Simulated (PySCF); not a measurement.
A structure optimised at PBE-D3(BJ)/def2-TZVPD, used in a PySCF frequency run:

```
C
O 1 1.2087
H 1 1.1184 2 122.03
H 1 1.1184 3 115.94 2 180.00
```

Question: Write its SMILES, formula and point group.

Answer: C=O, CH2O, C2v

Question: What are its rotational constants (standard atomic weights)?

Answer: 278.86, 38.513, 33.839 GHz
